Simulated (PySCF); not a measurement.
# Gas-phase thermal properties of Si2H6

Method: PySCF energies plus ideal-gas RRHO corrections (1 bar). 6-31G* has spherical d functions here. All species are closed-shell singlets. B3LYP is the form with VWN-RPA correlation. The harmonic model lacks anharmonicity and excited electronic states, which grow with temperature; levels with a mode under 35 cm⁻¹ are left out. Internal rotation in Si2H6 is treated as a harmonic vibration of one conformer, which makes the entropy rough.

```tsv
level	point group	σ	ZPE (kJ/mol)	S°298 (J/mol/K)	Cp298 (J/mol/K)	S°1000 (J/mol/K)	H1000 − H298 (kJ/mol)
B3LYP/6-31G*	D3d	6	129.4	273.6	79.5	410.7	84.2
HF/6-31G*	D3d	6	138.3	270.2	74.9	401.9	81.2
PBE/def2-SVP	D3d	6	123.9	276.1	82.4	416.4	86.0
PBE0/def2-TZVP	D3d	6	127.9	274.2	80.5	412.2	84.7
```
σ: rotational symmetry number. Electronic degeneracy used: 1. Frequencies are unscaled.
